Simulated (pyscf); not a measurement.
`[CH3][In]([CH3])[NH2]` → `[CH3][NH2]` + `[CH3][In]` [singlet] (1,1-elimination; singlet surface; C–In, In–N broken, C–N formed). Structures and frequencies: ωB97X-D3(BJ)/def2-SVP in PySCF. Energies in eV from the reactant's lowest minimum found.

| level | barrier | reaction energy |
|---|---|---|
| ωB97X-D3(BJ)/def2-TZVP | 3.55 | +0.93 |
| PBE/def2-TZVP | 2.59 | +0.58 |
| B3LYP-D3(BJ)/def2-TZVP | ? | +0.51 |
| PBE0-D3(BJ)/def2-TZVP | ? | ? |
| M06-2X/def2-TZVP | 3.33 | +0.78 |
| ωB97M-D3(BJ)/def2-TZVP | 3.33 | +0.67 |

Question: Some entries are withheld; supply them.

Answer: 
- B3LYP-D3(BJ)/def2-TZVP, barrier: 2.84
- PBE0-D3(BJ)/def2-TZVP, barrier: 3.07
- PBE0-D3(BJ)/def2-TZVP, reaction energy: +0.69

The functionals in the table span 0.96 eV in this barrier, from PBE to ωB97X-D3(BJ). On the product side the descent ends in a bound adduct, 0.55 eV under the separated species and 3.17 eV under the saddle at ωB97X-D3(BJ)/def2-TZVP. The same reactants have a lower exit, to CH₃• + [H₃C–In–NH₂]• (no saddle counted: cutting one bond costs +2.92 eV at ωB97M-D3(BJ), against +3.33 eV here). One saddle was located; it need not be the lowest between these sides. A restricted solution here is unstable towards spin polarisation, so biradical character is likely and single-reference numbers are less safe. Elements past Kr carry the def2 core potentials, without spin-orbit coupling.
